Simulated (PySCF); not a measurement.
## SMILES [F][Na], FNa

Geometry:
```json
{"atom": "F1", "x (Å)": "0.944", "y (Å)": "-0.001", "z (Å)": "-0.005"}
{"atom": "Na2", "x (Å)": "-0.942", "y (Å)": "0.003", "z (Å)": "-0.010"}
```

Computed, not measured: GIAO KT2/MINI magnetisability, rotational g tensor and spin-rotation constants, non-relativistic, gas phase (PySCF 2.14.0). Geometry: PBE0-D3(BJ)/def2-SVP.

The gap is small, so the large paramagnetic part is uncertain.

(1) Give the nuclear spin-rotation constants along the inertial axes (H = +C I·J) beside the isotropic shieldings.

Answers

(1) Rotational constants –, 13.6604, 13.6604 GHz.
| atom | isotope | Caa (kHz) | Cbb (kHz) | Ccc (kHz) | mean (kHz) | σ (ppm) |
| --- | --- | --- | --- | --- | --- | --- |
| F1 | 19F | – | 83.503 | 83.503 | 83.503 | -234.1 |
| Na2 | 23Na | – | -0.104 | -0.104 | -0.104 | 628.7 |

For the geometry as given, no vibrational averaging.
